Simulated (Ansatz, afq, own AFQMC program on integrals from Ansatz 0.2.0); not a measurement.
Integrals from Ansatz 0.2.0, then the random walk in our own AFQMC program (afq).

```yaml
crystal:
  periodic: [false, false, false]
  atoms:
    - {symbol: Zr, position_ang: [0.000000, 0.000000, 0.000000]}
    - {symbol: B, position_ang: [0.000000, 0.000000, 2.147200]}
basis:
  gaussian: {orbitals: def2-SVP}
magnetization: {spin_polarized: false, initial_magnetization: 5}
correlation: {method: ccsd_t, electrons: outside_noble_gas, hamiltonian_folder: ham}
```

```sh
$ ansatz run in.yaml --threads 1 --pin off --events-out ev --progress --plain --max-ram 1382MiB
```

afq runs on the folder ham with

```
--method free --trial cisd --walkers 60 --time-step 0.03 --max-blocks 80 --target-error 0.00032 --factor-cut 1e-05 --seed 5437 --times 0,0.3,0.6,1.2,1.8,2.4,3.6,4.8,6 --taylor-order 8
```

Times are imaginary, in 1/Eh. The walk had a cap of 1122 s. Core potentials past Kr, no spin–orbit coupling.

Output of the walk:

```
orbitals 40  electrons 6 1  factors 327 of 476
reference energy -70.99285852 Eh
CCSD correlation -0.12255125 Eh in 14 cycles, weight of the determinant in the CISD state 0.8692
repeat  energy at the last time / Eh  error
    10  -71.123714  0.000765
    20  -71.123846  0.001403
    30  -71.124140  0.001087
    40  -71.123163  0.000869
    50  -71.123393  0.000739
    60  -71.123808  0.000701
    70  -71.123742  0.000617
    80  -71.124192  0.000591
time / (1/Eh)  energy / Eh  error  mean overlap
  0.00  -71.115539  0.000089  1.1516
  0.30  -71.119023  0.000148  1.1530
  0.60  -71.120981  0.000175  1.1523
  1.20  -71.122607  0.000179  1.1594
  1.80  -71.123068  0.000230  1.1750
  2.40  -71.123742  0.000289  1.1805
  3.60  -71.123744  0.000288  1.2130
  4.80  -71.123698  0.000503  1.2632
  6.00  -71.124192  0.000591  1.2816
energy -71.124192 +/- 0.000591 Eh
```

The run passed its tests (error under three times the target), which doesn't prove that it has relaxed.

Against this walk (error 16.1 meV) on the same determinant: CCSD(T) 37.6 meV higher, CCSDT(Q) 13.2 meV lower (within the noise). The error is statistical, and a free projection of finite length keeps a remainder of its start.

Cautions: remainder of the start not in the error; error above the target (16.1 against 8.7 meV); no spin-orbit coupling; outer-core shells of the metal frozen; lower spins were not checked; higher spins were not checked; raised T1 diagnostic (T1 0.047, weight of the determinant 0.87, largest double 0.08); (T) is large, 6 % of the CCSD correlation; CCSDT(Q) on the UHF determinant differs (66 meV lower), by its state or its frozen core.

The walk took 4.1 min on 1 thread of Intel(R) Xeon(R) 6975P-C (Granite Rapids), with other jobs on the host. The log's last line is the free-projection energy.

CCSDT and higher add their correlation energy to the determinant of the CCSD(T) run, since their own runs factorise the integrals more tightly (a shift of under 2 meV). A walk keeps the symmetry of its determinant, which the program's search chose and which needn't be the lowest solution, so a lower state of the same spin and another symmetry isn't excluded.
